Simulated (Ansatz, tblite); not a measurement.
# The cluster Li₂Si: one state, many levels

How do method and basis change the picture of the cluster Li₂Si (singlet)?

The runs use Ansatz 0.2.0, Gaussian basis; as each input shows.

Levels to be run: GFN1-xTB, GFN2-xTB, PBE-D4/def2-TZVP, r2SCAN-D4/def2-TZVP, r2SCAN0-D4/def2-TZVP, B2PLYP/def2-TZVP, HF/def2-TZVP, HSE06-D4/def2-TZVP, r2SCANh-D4/def2-TZVP, PBE+5HF/def2-TZVP, PBE+10HF/def2-TZVP, PBE+15HF/def2-TZVP, PBE+35HF/def2-TZVP, PBE+50HF/def2-TZVP, PBE-D4/def2-SVP, PBE0-D4/def2-SVP, HF/6-31G, B3LYP-D4/6-31G, PBE0-D4/def2-TZVPD, PBE-D4/def2-TZVPD, r2SCAN-D4/def2-TZVPD, CCSD(T)/def2-TZVPP, MP2/def2-TZVP, RPA/def2-TZVP, CCSD(T)/def2-TZVPD.

1 further run of the same task is left out (set aside as unsound or not needed). Runs told in other sessions of the task aren't counted.

**1. The structure**

The singlet was relaxed beforehand with r2SCAN-D4/def2-TZVP. At that level it is the lowest of the isomers that a small search found.

3 atoms, charge 0, spin multiplicity 1.

Bond lengths: Li1–Si3 2.507 Å, Li2–Si3 2.507 Å. Angles: Li1–Si3–Li2 87.8°.

PBE0-D4/def2-TZVP was run before; its log isn't repeated, and its numbers join the tables.

**2. GFN1-xTB**

Tight binding, by tblite at 300 K electronic temperature and without a spin-polarisation term:

```python
tblite.interface.Calculator('GFN1-xTB', numbers, positions, charge=0, uhf=0).singlepoint()
```

Energy -66.2231 eV, HOMO -9.42 eV, LUMO -9.18 eV; 0.001 s.

**3. GFN2-xTB**

Tight binding, by tblite at 300 K electronic temperature and without a spin-polarisation term:

```python
tblite.interface.Calculator('GFN2-xTB', numbers, positions, charge=0, uhf=0).singlepoint()
```

Energy -58.0293 eV, HOMO -6.07 eV, LUMO -5.35 eV; 0.001 s.

**4. PBE-D4/def2-TZVP**

start.molden holds the orbitals of an earlier run on this state, given as this run's starting guess.

in.yaml

```yaml
crystal:
  periodic: [false, false, false]
  atoms:
    - {symbol: Li, position_ang: [1.034679, 1.446136, 0.470637]}
    - {symbol: Li, position_ang: [0.052716, -1.834136, -0.128582]}
    - {symbol: Si, position_ang: [-1.087394, 0.387999, -0.342045]}
basis:
  gaussian: {orbitals: def2-TZVP, initial_orbitals: start.molden}
hamiltonian: {xc: pbe, dispersion: d4}
scf: {omitted_lower_state_checks: [starts]}
output: {orbitals: {seedname: orbitals}}
```

Launch:

```sh
ansatz run in.yaml --threads 4 --pin off --events-out ev --progress --plain --max-ram 3916MiB
```

After this run come: r2SCAN-D4/def2-TZVP; r2SCAN0-D4/def2-TZVP; B2PLYP/def2-TZVP; HF/def2-TZVP; HSE06-D4/def2-TZVP; r2SCANh-D4/def2-TZVP; PBE+5HF/def2-TZVP; PBE+10HF/def2-TZVP; PBE+15HF/def2-TZVP; PBE+35HF/def2-TZVP; PBE+50HF/def2-TZVP; PBE-D4/def2-SVP; PBE0-D4/def2-SVP; HF/6-31G; B3LYP-D4/6-31G; PBE0-D4/def2-TZVPD; PBE-D4/def2-TZVPD; r2SCAN-D4/def2-TZVPD; CCSD(T)/def2-TZVPP; MP2/def2-TZVP; RPA/def2-TZVP; CCSD(T)/def2-TZVPD.

**Question.** What will the summary of the whole plan be? Wanted: gap in def2-TZVP, named functionals and Hartree-Fock, smallest and largest; gap over the share of exact exchange; correlation energy, CCSD(T)/def2-TZVPP; correlation energy, MP2/def2-TZVP; correlation energy, CCSD(T)/def2-TZVPD; binding an atom, CCSD(T)/def2-TZVPP; PBE0 total energy, smallest basis above largest.

The runs gave:

| quantity | value |
| --- | --- |
| gap in def2-TZVP, named functionals and Hartree-Fock, smallest and largest | 0.25 eV (PBE-D4), 5.72 eV (HF) |
| gap over the share of exact exchange | 0.25 eV at 0, 3.38 eV at 0.5 |
| correlation energy, CCSD(T)/def2-TZVPP | -5.99 eV |
| correlation energy, MP2/def2-TZVP | -4.74 eV |
| correlation energy, CCSD(T)/def2-TZVPD | -5.90 eV |
| binding an atom, CCSD(T)/def2-TZVPP | 0.929 eV |
| PBE0 total energy, smallest basis above largest | 3.05 eV (def2-SVP, def2-TZVPD) |

What this shows: Orbital gaps of the named functionals and Hartree-Fock in def2-TZVP span 0.25 eV (PBE-D4) to 5.72 eV (HF); exact exchange widens it. Raising the share of exact exchange from 0 to 0.5 moves the HOMO by -1.34 eV and the LUMO by +1.79 eV. A small miss in a minimal or small basis is a cancelling of errors, not accuracy. The functionals in def2-TZVP miss CCSD(T)/def2-TZVPP by -0.062 (r2SCAN0-D4) to +0.038 eV (PBE-D4) an atom. The reference is CCSD(T) in one finite basis, so it carries an error of its own, often a tenth of an eV or more, and near misses can't be ranked.
